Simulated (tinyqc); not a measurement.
Inside a calculation. Method: geometry optimisation on the PBE/sto-3g surface (energies and gradients from PySCF), for BH3, spin multiplicity 1. One step of it, computed by the program tinyqc.

Task: Step 2: move. Steepest descent, p = -g / 0.3; steps longer than 0.3 bohr are cut back.

positions after step 1 (bohr), order 1B, 2H, 3H, 4H:
```
[[-0.006327, -0.041637, 0.054343],
 [2.209060, 0.043982, 0.063231],
 [-1.099492, 1.966165, 0.074481],
 [-1.120248, -1.955281, 0.030932]]
```

gradient (hartree/bohr), order 1B, 2H, 3H, 4H:
```
[[0.00728170, -0.02457531, -0.00041046],
 [-0.00472564, 0.00432167, 0.00008411],
 [-0.00437159, 0.01595928, 0.00022363],
 [0.00181450, 0.00429403, 0.00010289]]
```

Give: positions after step 2.

Result:

positions after step 2 (bohr), order 1B, 2H, 3H, 4H:
```
[[-0.0306, 0.0403, 0.0557],
 [2.2248, 0.0296, 0.0630],
 [-1.0849, 1.9130, 0.0737],
 [-1.1263, -1.9696, 0.0306]]
```
